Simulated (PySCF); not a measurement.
`c1ccc[s+]c1`, [C5H5S]+, charge +1

Molfile (atoms numbered from 1):
```
C5H5S
     RDKit          3D

 11 11  0  0  0  0  0  0  0  0999 V2000
   -0.0558    1.1646   -0.0980 C   0  0  0  0  0  0  0  0  0  0  0  0
   -1.2554    0.4474   -0.0495 C   0  0  0  0  0  0  0  0  0  0  0  0
   -1.2934   -0.9279    0.0682 C   0  0  0  0  0  0  0  0  0  0  0  0
    0.0752   -1.9110    0.1690 S   0  0  0  0  0  0  0  0  0  0  0  0
    1.3548   -0.8131    0.0894 C   0  0  0  0  0  0  0  0  0  0  0  0
    1.2002    0.5537   -0.0311 C   0  0  0  0  0  0  0  0  0  0  0  0
   -0.1018    2.2462   -0.1918 H   0  0  0  0  0  0  0  0  0  0  0  0
   -2.2005    0.9807   -0.1058 H   0  0  0  0  0  0  0  0  0  0  0  0
   -2.2334   -1.4738    0.1046 H   0  0  0  0  0  0  0  0  0  0  0  0
    2.3376   -1.2761    0.1409 H   0  0  0  0  0  0  0  0  0  0  0  0
    2.0966    1.1664   -0.0741 H   0  0  0  0  0  0  0  0  0  0  0  0
  1  2  2  0
  2  3  1  0
  3  4  2  0
  4  5  1  0
  5  6  2  0
  6  1  1  0
  1  7  1  0
  2  8  1  0
  3  9  1  0
  5 10  1  0
  6 11  1  0
M  CHG  1   4   1
M  END
```

Theory: UKS PBE0/6-31+G* four-point reorganisation energy, gas phase (PySCF). Geometry: PBE0/6-31+G*.

What is the inner reorganisation energy for electron transfer, with the electron affinity?

λ = 0.128 (surface of the reduced species) + 0.126 (surface of the starting species) = 0.254 eV. The electron affinity is 6.02 eV vertical and 6.15 eV adiabatic without zero-point energy; at the relaxed geometry of the reduced species the two energies differ by 6.27 eV. Largest bond changes: C3–S4 1.688 → 1.749 Å, S4–C5 1.688 → 1.748 Å, C5–C6 1.381 → 1.367 Å, C6–C1 1.398 → 1.413 Å, C2–C3 1.381 → 1.367 Å. ⟨S²⟩ of the relaxed reduced species 0.786.
